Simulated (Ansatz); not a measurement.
# C3H6OS: the cost of one run

All numbers below are computed with Ansatz 0.2.0 (RKS PBE-D4/def2-SVP).

## (1) The starting structure

Bond lengths: C1–C2 1.473 Å, C2–S3 1.800 Å, C2–C4 1.475 Å, C4–O5 1.280 Å, C1–H6 1.078 Å, C1–H7 1.137 Å, C1–H8 1.096 Å, C2–H9 1.109 Å, S3–H10 1.315 Å, C4–H11 1.085 Å. Angles (14 of 16 angles, heavy atoms first): C1–C2–S3 109.2°, C1–C2–C4 115.7°, S3–C2–C4 105.1°, C2–C4–O5 124.6°, C1–C2–H9 106.9°, S3–C2–H9 109.0°, C4–C2–H9 110.9°, C2–C1–H6 117.3°, C2–C1–H7 112.7°, C2–C1–H8 112.0°, C2–S3–H10 98.3°, C2–C4–H11 118.3°, O5–C4–H11 116.2°, H6–C1–H7 105.3°.

As a file:

```xyz
11

C    -0.2736    0.7733    0.8670
C     0.1929   -0.4796    0.2477
S     1.9148   -0.2915   -0.2406
C    -0.5135   -0.8859   -0.9819
O    -1.5103   -0.2621   -1.4870
H     0.2447    1.1114    1.7493
H    -0.2502    1.6537    0.1484
H    -1.3327    0.7238    1.1452
H     0.1221   -1.2686    1.0241
H     1.7717    0.7328   -1.0531
H    -0.3006   -1.8644   -1.3984
```

## (2) Relaxing end A

Contents of input.yaml:

```yaml
crystal:
  periodic: [false, false, false]
  atoms:
    - { symbol: C, position_ang: [-0.2736, 0.7733, 0.867] }
    - { symbol: C, position_ang: [0.1929, -0.4796, 0.2477] }
    - { symbol: S, position_ang: [1.9148, -0.2915, -0.2406] }
    - { symbol: C, position_ang: [-0.5135, -0.8859, -0.9819] }
    - { symbol: O, position_ang: [-1.5103, -0.2621, -1.487] }
    - { symbol: H, position_ang: [0.2447, 1.1114, 1.7493] }
    - { symbol: H, position_ang: [-0.2502, 1.6537, 0.1484] }
    - { symbol: H, position_ang: [-1.3327, 0.7238, 1.1452] }
    - { symbol: H, position_ang: [0.1221, -1.2686, 1.0241] }
    - { symbol: H, position_ang: [1.7717, 0.7328, -1.0531] }
    - { symbol: H, position_ang: [-0.3006, -1.8644, -1.3984] }
basis:
  gaussian: { orbitals: def2-SVP }
hamiltonian:
  xc: pbe
  dispersion: d4
relax:
  f_tol: 0.015
  max_steps: 40
```

Run with:

```bash
$ ansatz run input.yaml --threads 2 --pin off --max-ram 3072MiB --backend cpu --events-out ev --progress --plain --runs-dir out
```

What time and memory should one allow on 2 threads of Arm Neoverse V1, shared host?

About 25 s, with a peak of 0.14 GiB.
